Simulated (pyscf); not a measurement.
Single points on ωB97X-D3(BJ)/def2-SVP structures (PySCF, gas phase).

**Question.** Estimate the classical barrier height and the reaction energy of F–Ta(F)(F)(F)–F (SMILES [F][Ta]([F])([F])([F])[F]) + Cl–Si(Cl)(Cl)–Cl (SMILES Cl[Si](Cl)(Cl)Cl) -> F–Ta(F)(F)(F)–Cl (SMILES [F][Ta]([F])([F])([F])[Cl]) + F–Si(Cl)(Cl)–Cl (SMILES F[Si](Cl)(Cl)Cl) at ωB97M-D3(BJ)/def2-TZVP. The step runs on the singlet surface, breaks F–Ta, Cl–Si and forms Cl–Ta, F–Si; take the separated reactants as zero.

**Answer.** ΔE‡ = 0.60 eV, ΔE = -0.20 eV. Zero-point energy shifts the barrier by +0.02 eV. It is a four-centre exchange, with an imaginary mode of 95i cm⁻¹. On the reactant side the descent ends in an adduct with a Cl–Ta contact, 0.38 eV under the separated species and 0.72 eV under the saddle at ωB97X-D3(BJ)/def2-TZVP. On the product side the descent ends in an adduct with a F–Ta contact, 0.34 eV under the separated species and 0.93 eV under the saddle at ωB97X-D3(BJ)/def2-TZVP. What is counted as formed (Cl–Ta) is already present as a longer contact in the reactant adduct; forming that adduct is a step of its own. What is counted as broken (F–Ta) persists as a longer contact in the product adduct; parting that adduct is a step of its own. At ωB97X-D3(BJ) the barrier from the zero used here is 0.34 eV. This is the saddle that the search found; another between the same sides may lie lower. Elements past Kr carry the def2 core potentials, without spin-orbit coupling.
